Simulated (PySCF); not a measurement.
**Working out the ionisation energy of O**

O [He] 2s2 2p4 (3P) → O⁺ [He] 2s2 2p3 (4S). Calculation: PySCF 2.14, in aug-cc-pVTZ-DK (5s4p3d2f, 46 functions); the spin-free X2C one-electron Hamiltonian (Gaussian nucleus). Frozen: 1s2. Energies in hartree (1 hartree = 27.21139 eV):

| part | O (lower) | O⁺ (upper) |
| --- | --- | --- |
| UHF | -74.865096 | -74.423233 |
| MP2 opposite-spin | -0.110303 | -0.069210 |
| MP2 same-spin | -0.036095 | -0.029289 |

What does Hartree-Fock give?

(-74.423233) − (-74.865096) = 0.441863 hartree = 12.024 eV.

What do MP2 and SCS-MP2 (6/5 opposite-spin, 1/3 same-spin) give?

The opposite-spin parts differ by 1.118 eV and the same-spin parts by 0.185 eV. MP2: 12.024 + (1.118) + (0.185) = 13.327 eV. SCS-MP2: 12.024 + 1.2 × (1.118) + (0.185)/3 = 13.427 eV.

Measured between the centres of the two terms (NIST): 13.608 eV, so MP2 (valence) is off by -0.281 eV.

What remains against the reference includes basis incompleteness, the frozen core and correlation beyond second order.
